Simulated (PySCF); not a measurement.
Compound: thiophene, C4H4S.
Numbering: `[cH:1]1[cH:2][cH:3][s:4][cH:5]1` (hydrogens: H6 on C1; H7 on C2; H8 on C3; H9 on C5)

A GFN2-xTB structure was refined with B3LYP/6-31+G* geometry optimisation, gas phase in PySCF. Its GFN2-xTB values:

```json
{"coordinate": "C1–C2", "GFN2-xTB": "1.415 Å"}
{"coordinate": "C1–C5", "GFN2-xTB": "1.356 Å"}
{"coordinate": "C1–H6", "GFN2-xTB": "1.075 Å"}
{"coordinate": "C3–S4", "GFN2-xTB": "1.719 Å"}
{"coordinate": "C3–H8", "GFN2-xTB": "1.072 Å"}
{"coordinate": "C2–C1–C5", "GFN2-xTB": "112.5°"}
{"coordinate": "C2–C3–S4", "GFN2-xTB": "112.0°"}
{"coordinate": "C3–S4–C5", "GFN2-xTB": "90.9°"}
```

Q: How do these coordinates change at the B3LYP/6-31+G* level?

A: 
```
coordinate  B3LYP/6-31+G* (Å or °)  change
     C1–C2                   1.431  +0.016
     C3–S4                   1.735  +0.016
     C1–C5                   1.371  +0.015
     C3–H8                   1.082  +0.010
     C1–H6                   1.085  +0.010
  C3–S4–C5                    91.6    +0.7
  C2–C3–S4                   111.6    -0.4
  C2–C1–C5                   112.6    +0.1
```

The energy falls by 0.84 kcal/mol over 5 energy and gradient evaluations, the largest force component goes from 0.0095 to 7.7e-05 Eh/bohr, and the atoms move by 0.020 Å rms after alignment. Among the bonds, C1–C2, C2–C3, C3–S4, S4–C5 and C1–C5 change most and about equally (+0.015 to +0.016 Å). Bonds longer at the end by more than 0.005 Å: 9 of 9; shorter: 0. Rotational constants go from 8185, 5414, 3258 to 7966, 5344, 3198 MHz.

The run used 102 basis functions and 31 SCF cycles in all.

B3LYP/6-31+G* frequencies: not computed here.
